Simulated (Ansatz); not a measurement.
A calculation with Ansatz (development build ahead of 0.2.0).

```yaml
crystal:
  periodic: [false, false, false]
  atoms:
    - { symbol: F, position_ang: [0.0, -0.38427, -1.19406] }
    - { symbol: H, position_ang: [0.0, 0.45522, -0.79862] }
    - { symbol: F, position_ang: [0.0, 0.38427, 1.19406] }
    - { symbol: H, position_ang: [0.0, -0.45522, 0.79862] }
basis:
  gaussian: { orbitals: def2-TZVP }
hamiltonian:
  xc: hf
correlation:
  method: mp2
  frozen_orbitals: { F: 1, H: 0 }
```

The input is written out in the form of the current development build from the run's settings.

Output:

```yaml
Converged: yes
Reference_energy: -200.12846 hartree
Correlation_energy: -0.53722 hartree
Total_energy: -200.66568 hartree
Spin_squared_of_the_determinant: 0.000
```
